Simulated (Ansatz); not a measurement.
Predict the output of the script below (Ansatz 0.2.0, Python API).

The script, `run_opt.py`:
```python
# -*- coding: utf-8 -*-
"""Minimum-energy structure of C4H7N."""

import itertools

import ansatz as az
from ase.data import atomic_numbers, covalent_radii
import numpy as np
import pandas as pd
from rdkit import Chem
from rdkit.Chem import AllChem


def main():
    # start geometry from RDKit
    rd = Chem.AddHs(Chem.MolFromSmiles("C1=NCCC1"))
    AllChem.EmbedMolecule(rd, randomSeed=774)
    AllChem.UFFOptimizeMolecule(rd)
    molecule = az.Crystal.molecule()
    for atom, xyz in zip(rd.GetAtoms(), rd.GetConformer().GetPositions()):
        molecule = molecule.atom(atom.GetSymbol(), xyz.round(5).tolist())

    setup = molecule.calculation()
    setup = setup.basis(gaussian="cc-pVDZ")
    setup = setup.functional("hf")
    setup = setup.accuracy("medium")
    symbols = [site.symbol for site in molecule.cartesian_sites]
    start = np.array([site.position_ang for site in molecule.cartesian_sites], dtype=float)
    rep = setup.relax(force_tolerance=0.02, max_steps=100).run().report
    end = np.array(rep["positions_ang"])

    for key in ("converged", "free_energy_ev", "reference_energy_ev", "n_frozen", "n_occupied", "n_virtual"):
        print(f"{key:22s} {rep[key]}")

    # pairs closer than 1.2 times the sum of covalent radii, before or after
    radius = [covalent_radii[atomic_numbers[s]] for s in symbols]
    span = lambda where, i, j: np.linalg.norm(where[i] - where[j])
    bonded = [(i, j) for i, j in itertools.combinations(range(len(symbols)), 2) if min(span(start, i, j), span(end, i, j)) < 1.2 * (radius[i] + radius[j])]
    print("pair        before    after (A)")
    for i, j in bonded:
        print(f"{symbols[i]}{i}-{symbols[j]}{j}".ljust(10), f"{span(start, i, j):8.4f} {span(end, i, j):8.4f}")

    charges = rep["charge_distribution"]
    table = pd.DataFrame({"atom": symbols, "mulliken": charges["mulliken_charges_e"], "lowdin": charges["lowdin_charges_e"]})
    print(table.round(3).to_string())
    print("dipole (e A):", np.round(charges["dipole_moment_e_ang"], 4) + 0.0)


if __name__ == "__main__":
    main()
```

```console
$ python run_opt.py
converged              True
free_energy_ev         -5714.220219856261
reference_energy_ev    -5714.220219856261
n_frozen               0
n_occupied             [19, 19]
n_virtual              [86, 86]
pair        before    after (A)
C0-N1        1.2756   1.2527
C0-C4        1.4830   1.5089
C0-H5        1.0847   1.0872
N1-C2        1.4356   1.4593
C2-C3        1.5322   1.5486
C2-H6        1.1112   1.0918
C2-H7        1.1112   1.0918
C3-C4        1.5290   1.5411
C3-H8        1.1121   1.0901
C3-H9        1.1121   1.0901
C4-H10       1.1110   1.0929
C4-H11       1.1110   1.0929
   atom  mulliken  lowdin
0     C     0.069  -0.131
1     N    -0.323   0.144
2     C     0.126  -0.035
3     C    -0.097  -0.004
4     C    -0.053  -0.016
5     H     0.032   0.004
6     H     0.037  -0.002
7     H     0.037  -0.002
8     H     0.038   0.007
9     H     0.038   0.007
10    H     0.048   0.014
11    H     0.048   0.014
dipole (e A): [-0.1159 -0.4331 -0.031 ]
```

Reading the output:
- The settings weren't tested for convergence.
- The end point is the stationary point reached from this start; no frequency run checks that it is a minimum, and the basis set is modest.
- The Löwdin charges here are taken after orthogonalising the functions within each atom; they differ from plain Löwdin charges, and their signs can be unphysical.
- Finished in 12 s on 1 thread of Arm Neoverse V2 (shared host), peak memory 0.36 GiB.

(A comment or docstring line of the script was reworded after the run, the code is as it ran; lines on the test bed's own set-up are left out of the output.)
